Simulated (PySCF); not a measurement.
# Computed NMR parameters against published values

Atom-mapped SMILES (the numbers label the heavy atoms): `[cH:1]1[cH:2][cH:3][o:4][cH:5]1`. Each H is labelled by its parent atom.

- geometry: GFN2-xTB
- σ from GIAO-PBE0/pcSseg-1
- code: PySCF 2.14.0 with density-fitted response routines
- in vacuum, single conformer, rapidly exchanging positions averaged, no relativistic terms

Reference values: measured (solution, CD2Cl2, 298 K; Fulmer et al., Organometallics 2010, 29, 2176).
```csv
atoms,quantity,reference,computed,"computed, scaled"
C3/C5,δ 13C,143.0,147.1,141.7
C1/C2,δ 13C,109.9,116.7,112.0
H(C3)/H(C5),δ 1H,7.46,7.57,7.24
H(C1)/H(C2),δ 1H,6.41,6.70,6.42
```

Reference values: measured (solution, TFE-d3, 298 K; Fulmer et al., Organometallics 2010, 29, 2176).
| atoms | quantity | reference | computed | computed, scaled |
| --- | --- | --- | --- | --- |
| C3/C5 | δ 13C | 144.2 | 147.1 | 141.7 |
| C1/C2 | δ 13C | 111.1 | 116.7 | 112.0 |
| H(C3)/H(C5) | δ 1H | 7.44 | 7.57 | 7.24 |
| H(C1)/H(C2) | δ 1H | 6.42 | 6.70 | 6.42 |

Reference values: measured (solution, CD3OD, 298 K; Fulmer et al., Organometallics 2010, 29, 2176).
```
      atoms  quantity  reference  computed  computed, scaled
      C3/C5     δ 13C      143.7     147.1             141.7
      C1/C2     δ 13C      110.3     116.7             112.0
H(C3)/H(C5)      δ 1H       7.49      7.57              7.24
H(C1)/H(C2)      δ 1H       6.40      6.70              6.42
```

Reference values: measured (solution, CH2Cl2; L. Olsson, D. Cremer, J. Phys. Chem. 100 (1996) 16881).
```
atoms              quantity  reference  computed
   O4  δ 17O vs gaseous H2O      272.1     303.6
```

Reference values: measured (liquid, neat, 295 K; 17O NMR survey of organic solvents and oxofluorinated compounds, PMC5915748).
```tsv
atoms	quantity	reference	computed	computed, scaled
O4	δ 17O vs D2O (external)	240.1	–	237.3
```

Reference values: measured (gas; G. L. Stoychev, PhD thesis, Univ. Bonn 2021 (Stoychev, Auer, Izsak, Neese, JCTC 2018, 14, 619)).
```json
{"atoms": "O4", "quantity": "σ 17O", "reference": "50.3", "computed": "32.5"}
```

Absolute shieldings are compared as such; zero-point and thermal motion, absent here, lowers them by some tenths of a ppm for H, a few ppm for C and up to about 10 ppm for F.

Computed shifts are σ(ref) − σ with the named reference compound (TMS for H and C) calculated as an isolated molecule at the same level. The measured values may be among those fitted. Expected solution values come from regression of measured δ (H and C: mostly CDCl3, vs TMS) on computed σ: 1H (scatter 0.16 ppm rms, 0.17 ppm with the 2 outliers that the fit left out); 13C (scatter 2.1 ppm rms, 2.3 ppm with the 2 outliers that the fit left out); 17O (scatter 11.6 ppm rms vs liquid water, solution or neat liquid). A few per cent of atoms miss by over 2 rms, more outside the fitted compound classes.

Problem. How far are the unscaled 13C shifts from the references?

Solution. Mean signed difference +4.87 ppm, mean absolute 4.87 ppm over 6 comparisons; the largest is +6.8 ppm at C1/C2 (aromatic CH).

Problem. How far are the unscaled 1H shifts from the references?

Solution. Mean signed difference +0.20 ppm, mean absolute 0.20 ppm over 6 comparisons; the largest is +0.30 ppm at H(C1)/H(C2) (hydrogen on an aromatic CH).

Problem. Among the solvents listed, which proton depends most on the solvent?

Solution. H(C3)/H(C5): from 7.44 ppm in TFE-d3 to 7.49 ppm in CD3OD. The gas-phase calculation gives a single value and can't show this spread.

15 of the 60 published NMR values on file for this molecule are compared. The rest: values from further sources, protons in aromatic solvents.
